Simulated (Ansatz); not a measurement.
# AlO₂ (quartet): from Hartree-Fock to the top rungs, cc-pVTZ

Aim: climb from Hartree-Fock through coupled cluster for AlO₂ (quartet) at one geometry and basis, and see what each rung misses.

Program: Ansatz 0.2.0, Gaussian basis. Level of theory: cc-pVTZ, core rule «outside noble gas», up to 7 orbitals frozen. These are calculated values, not measurements.

The runs, in order: UHF; CCSD(T) on ROHF; CCSD(T) on UHF; BCCD(T) on ROHF; CCSDT(Q) on ROHF; CCSDT(Q) on UHF.

## (1) What is computed

The geometry is a PBE0/def2-TZVP stationary point (not a proven minimum) of the parent state, kept for this charge and spin.

3 atoms, charge 0, spin multiplicity 4.

Atoms are counted from 1 here; the program's logs count them from 0.

Bond lengths: Al1–O2 1.646 Å, Al1–O3 1.646 Å. Angles: O2–Al1–O3 180.0°.

Geometry (Å):

| atom | x (Å) | y (Å) | z (Å) |
| --- | --- | --- | --- |
| Al1 | 0.00000 | 0.00000 | 0.00000 |
| O2 | 0.00000 | 0.00000 | -1.64590 |
| O3 | 0.00000 | 0.00000 | 1.64590 |

In the tables R marks a restricted open-shell determinant and U an unrestricted one; correlation energies count from the lowest restricted Hartree-Fock solution.

## (2) UHF

Input file in.yaml:

```yaml
crystal:
  periodic: [false, false, false]
  atoms:
    - {symbol: Al, position_ang: [0.000000, 0.000000, 0.000000]}
    - {symbol: O, position_ang: [0.000000, 0.000000, -1.645900]}
    - {symbol: O, position_ang: [0.000000, 0.000000, 1.645900]}
basis:
  gaussian: {orbitals: cc-pVTZ}
magnetization: {spin_polarized: true, initial_magnetization: 3}
hamiltonian: {xc: hf}
output: {orbitals: {seedname: orbitals}}
```

Launch:

```console
$ ansatz run in.yaml --threads 1 --pin off --events-out ev --progress --plain --max-ram 2560MiB --backend cpu
```

The runs that follow: CCSD(T) on ROHF; CCSD(T) on UHF; BCCD(T) on ROHF; CCSDT(Q) on ROHF; CCSDT(Q) on UHF.

Q: Predict the results of all the runs planned. Wanted: correlation energy, UCCSDT(Q); RMP2 from UCCSDT(Q); UMP2 from UCCSDT(Q); RCCSD from UCCSDT(Q); RCCSD(T) from UCCSDT(Q); UCCSD(T) from UCCSDT(Q); RCCSDT(Q) from UCCSDT(Q); T1 diagnostic.

As calculated:

| quantity | value |
| --- | --- |
| correlation energy, UCCSDT(Q) | -13.0002 eV |
| RMP2 from UCCSDT(Q) | +25.69 kcal/mol |
| UMP2 from UCCSDT(Q) | +26.54 kcal/mol |
| RCCSD from UCCSDT(Q) | +11.07 kcal/mol |
| RCCSD(T) from UCCSDT(Q) | +1.29 kcal/mol |
| UCCSD(T) from UCCSDT(Q) | +1.26 kcal/mol |
| RCCSDT(Q) from UCCSDT(Q) | +0.15 kcal/mol |
| levels of the table within 1 kcal/mol (43 meV) | RCCSDT, UCCSDT, RCCSDT(Q) |
| T1 diagnostic | 0.021 |

**Reading.** RCCSD(T) misses by +1.29 kcal/mol, 0.4 % of the correlation energy. These misses are within one basis, not against nature; the frozen cores of restricted and unrestricted runs differ, which can shift their rows.
